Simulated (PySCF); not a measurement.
# SiO⁺, PBE0: how much the basis matters

PySCF, UKS reference; doublet, unpaired electrons σ ↑; De to Si⁺ + O without counterpoise correction.

| basis | relativity | functions | Re (Å) | ωe (cm⁻¹) | De (eV) | μ (D) |
| --- | --- | --- | --- | --- | --- | --- |
| 6-311G(d,p) | no relativity | 44 | 1.524 | 1154 | 4.41 | -4.44 |
| pcseg-2 | no relativity | 64 | 1.514 | 1167 | 4.72 | -4.43 |
| def2-TZVP | no relativity | 68 | 1.517 | 1159 | 4.72 | -4.42 |
| def2-TZVPPD | no relativity | 88 | 1.516 | 1158 | 4.71 | -4.43 |

Q: How does each smaller set differ from the one with most functions, def2-TZVPPD?

A: 6-311G(d,p): +0.8 pm, -0.3 % in ωe, -0.30 eV in De; pcseg-2: -0.2 pm, +0.8 % in ωe, +0.01 eV in De; def2-TZVP: +0.1 pm, +0.1 % in ωe, +0.01 eV in De. All at PBE0; the set with most functions is neither the basis-set limit nor always the best.

A positive dipole points towards O; it is taken about the centre of mass and depends on that origin. For an ion De counts to the pair picked by the measured ionisation energies or electron affinities, which need not be the lowest pair at this level. The state was picked by a PBE0 search and need not be the measured ground state.
